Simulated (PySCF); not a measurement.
Cartesian coordinates in Å; atom numbers follow the order of the lines, from 1:
```xyz
11

Al   -0.244   -0.401   -1.560
N    -0.249   -0.426    0.505
C     0.432    0.720    1.119
H     0.178   -1.303    0.809
H    -1.222   -0.472    0.813
H     0.414    0.682    2.219
H     1.474    0.740    0.773
H    -0.053    1.645    0.779
H     1.345   -0.414   -1.813
H    -1.020    0.988   -1.800
H    -1.054   -1.761   -1.845
```

- PBE0-D3(BJ)/def2-SVP structure
- σ from GIAO-B3LYP/pcSseg-1 (pcSseg-2 on Al)
- run in PySCF 2.14
- equivalent nuclei averaged, isolated molecule, no relativistic terms, one conformer

Referencing at the same level of theory: ¹³C (σ = 179.24 ppm), ¹H (σ = 31.38 ppm) against TMS; [Al(H2O)6]3+ for ²⁷Al (σ = 571.15 ppm); ¹⁵N (σ = 263.54 ppm) against NH3.

```
     atoms  nucleus  count  δ (ppm)
       Al1     ²⁷Al      1    157.4
     H4/H5       ¹H      2     1.61
  H6/H7/H8       ¹H      3     2.65
        N2      ¹⁵N      1        ?
        C3      ¹³C      1     30.9
H9/H10/H11       ¹H      3        ?
```

Q: Estimate the values marked ?.

A: 
- H9/H10/H11: 3.94 ppm, hydrogen on an aluminium bonded to N
- N2: 43.3 ppm, nitrogen bonded to C, Al, 2 H

The OH or NH signal is concentration- and solvent-dependent in practice; the value given is the gas-phase one. Hydrides on Al or Ga are broadened by the quadrupolar metal nucleus. Shifts are as computed, not scaled to solution data. Of 1211 compounds with measured shifts, 218 miss one by over three times the rms of a fit or turn the order of signals round; such compounds aren't used in these exercises. Experimental scales use liquid or dissolved standards, which lie at an offset from isolated NH3 (liquid NH3: subtract about 20 ppm).
